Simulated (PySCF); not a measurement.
Na(Cl) anion (ClNa), SMILES [Na][Cl] (connectivity only; charge and spin as stated), charge -1, multiplicity 2.

Geometry optimised at PBE-D3(BJ)/def2-TZVPD. The multiplicity is an assumed one; other spin states were not compared.

Calculation: PySCF with PBE-D3(BJ)/def2-TZVPD.

Frequencies are harmonic and unscaled.

```csv
mode,ν (cm⁻¹),IR (km/mol),moving atoms (share of kinetic energy)
1,256,50.4,"Na 61 %, Cl 39 %"
```
